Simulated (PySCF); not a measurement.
C₃H₆F₂O.
Atom-mapped SMILES: `[CH3:1][O:2][C@H:3]([F:4])[CH2:5][F:6]` (hydrogens: H7, H8, H9 on C1; H10 on C3; H11, H12 on C5)

The same species was optimised twice, with GFN2-xTB and with PBE0-D3(BJ)/def2-SVP (PySCF), and the same property calculations (PySCF, gas phase) were run on both structures.

```
     coordinate  GFN2-xTB  PBE0-D3(BJ)/def2-SVP  change
      C3–C5 (Å)     1.529                 1.511  -0.018
      C1–O2 (Å)     1.419                 1.406  -0.013
      C3–F4 (Å)     1.392                 1.380  -0.012
      O2–C3 (Å)     1.363                 1.360  -0.003
   O2–C3–F4 (°)     110.0                 110.8    +0.8
   F4–C3–C5 (°)     107.9                 107.2    -0.7
   O2–C3–C5 (°)     110.0                 109.4    -0.6
   C1–O2–C3 (°)     114.8                 114.9    +0.1
C1–O2–C3–F4 (°)       -69                   -72      -3
O2–C3–C5–F6 (°)       -91                   -69     +22
```

Rotational constants: A = 5721, B = 2341, C = 1813 MHz (GFN2-xTB) against A = 5363, B = 2559, C = 1860 MHz (PBE0-D3(BJ)/def2-SVP). Point groups within 0.08 Å: C1 and C1. End groups have turned between the structures, so F6, H11, H12 are left out of the comparison, and properties of the atoms beside them can have changed by that turn, not by bond lengths.

On the GFN2-xTB structure: C1s of C1 (eV) 292.66 [delta-SCF UKS SCAN, pcX-2 on the ionised atom, pcseg-1 elsewhere, spin-free X2C]; O1s of O2 (eV) 539.35 [delta-SCF UKS SCAN, pcX-2 on the ionised atom, pcseg-1 elsewhere, spin-free X2C]; C1s of C3 (eV) 294.77 [delta-SCF UKS SCAN, pcX-2 on the ionised atom, pcseg-1 elsewhere, spin-free X2C]; F1s of F4 (eV) 692.51 [delta-SCF UKS SCAN, pcX-2 on the ionised atom, pcseg-1 elsewhere, spin-free X2C]; C1s of C5 (eV) 293.45 [delta-SCF UKS SCAN, pcX-2 on the ionised atom, pcseg-1 elsewhere, spin-free X2C]; F1s of F6 (eV) 692.86 [delta-SCF UKS SCAN, pcX-2 on the ionised atom, pcseg-1 elsewhere, spin-free X2C].

Task: What do these properties become on the PBE0-D3(BJ)/def2-SVP structure?

Result: 
| property | level | on GFN2-xTB | on PBE0-D3(BJ)/def2-SVP | change |
| --- | --- | --- | --- | --- |
| C1s of C1 (eV) | delta-SCF UKS SCAN, pcX-2 on the ionised atom, pcseg-1 elsewhere, spin-free X2C | 292.66 | 292.69 | +0.03 |
| O1s of O2 (eV) | delta-SCF UKS SCAN, pcX-2 on the ionised atom, pcseg-1 elsewhere, spin-free X2C | 539.35 | 539.33 | -0.02 |
| C1s of C3 (eV) | delta-SCF UKS SCAN, pcX-2 on the ionised atom, pcseg-1 elsewhere, spin-free X2C | 294.77 | 294.78 | +0.01 |
| F1s of F4 (eV) | delta-SCF UKS SCAN, pcX-2 on the ionised atom, pcseg-1 elsewhere, spin-free X2C | 692.51 | 692.70 | +0.19 |
| C1s of C5 (eV) | delta-SCF UKS SCAN, pcX-2 on the ionised atom, pcseg-1 elsewhere, spin-free X2C | 293.45 | 293.49 | +0.04 |
| F1s of F6 (eV) | delta-SCF UKS SCAN, pcX-2 on the ionised atom, pcseg-1 elsewhere, spin-free X2C | 692.86 | 692.90 | +0.04 |

The heavy atoms differ by 0.135 Å rms after alignment. Among the bonds compared C3–C5 changes most (-0.018 Å). Changes are differences of the printed values. Neither structure is proved a minimum here.

The values belong to the conformer `[CH3:1][O:2][C@H:3]([F:4])[CH2:5][F:6]`: C1–O2–C3–F4 -72°, O2–C3–C5–F6 -69°.
